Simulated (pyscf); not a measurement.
**Addition across a multiple bond or ene-type step: O=Os(=O)(=O)=O + hydrogen (H₂) -> O=Os(=O)(OH)–OH [singlet]**

Gas phase, singlet surface, charge 0. Bonds broken: H6–H7. Bonds formed: O4–H6, O5–H7. Optimised with ωB97X-D3(BJ)/def2-SVP in PySCF.

Transition state (Å):

```xyz
7

O     -0.5782    -0.2521     1.9306
Os    -0.9381    -0.5444     0.3089
O     -1.7623    -1.9735    -0.0420
O     -1.6964     0.8278    -0.4327
O      0.4607    -0.3524    -0.6986
H     -0.6753     1.2727    -1.4322
H      0.1121     0.8398    -1.5275
```

One imaginary mode, 1178i cm⁻¹; descent along it reached the two sides named, in the forms told below.

```csv
bond,change,reactant side (Å),saddle,product side
H6–H7,breaks,0.761,0.904,1.830
O4–H6,forms,2.7,1.496,0.972
O5–H7,forms,2.7,1.493,0.972
```

Electronic energies relative to the separated reactants (kcal/mol):

| level | barrier | reaction energy | reverse barrier |
|---|---|---|---|
| ωB97X-D3(BJ)/def2-TZVP | 23.6 | -42.8 | 66.4 |
| PBE/def2-TZVP | 18.6 | -17.5 | 36.1 |
| r²SCAN/def2-TZVP | 21.1 | -21.2 | 42.3 |
| B3LYP-D3(BJ)/def2-TZVP | 21.0 | -33.0 | 53.9 |
| PBE0-D3(BJ)/def2-TZVP | 20.1 | -36.4 | 56.5 |
| M06-2X/def2-TZVP | 23.1 | -50.8 | 73.9 |
| ωB97M-D3(BJ)/def2-TZVP | 22.9 | -45.7 | 68.6 |

With ωB97M-D3(BJ)/def2-TZVP energies and thermal terms (ideal gas, 1 atm, RRHO with modes under 100 cm⁻¹ raised to 100, one conformer, R ln 2 for chiral ones without a mode under 150 cm⁻¹), in kcal/mol:

```json
[
 {"T (K)": "298", "ΔH‡": "24.1", "ΔG‡": "32.1", "ΔH": "-39.2", "ΔG": "-32.5"},
 {"T (K)": "600", "ΔH‡": "23.2", "ΔG‡": "40.6", "ΔH": "-39.6", "ΔG": "-25.6"},
 {"T (K)": "900", "ΔH‡": "23.0", "ΔG‡": "49.4", "ΔH": "-39.6", "ΔG": "-18.6"},
 {"T (K)": "1200", "ΔH‡": "23.1", "ΔG‡": "58.1", "ΔH": "-39.3", "ΔG": "-11.7"}
]
```

On the product side the descent ends in a point that may be a rotor saddle (no frequency run), 5.0 kcal/mol over the lowest minimum found and 61.4 kcal/mol under the saddle at ωB97X-D3(BJ)/def2-TZVP. One saddle was located; it need not be the lowest between these sides. Elements past Kr carry the def2 core potentials, without spin-orbit coupling.
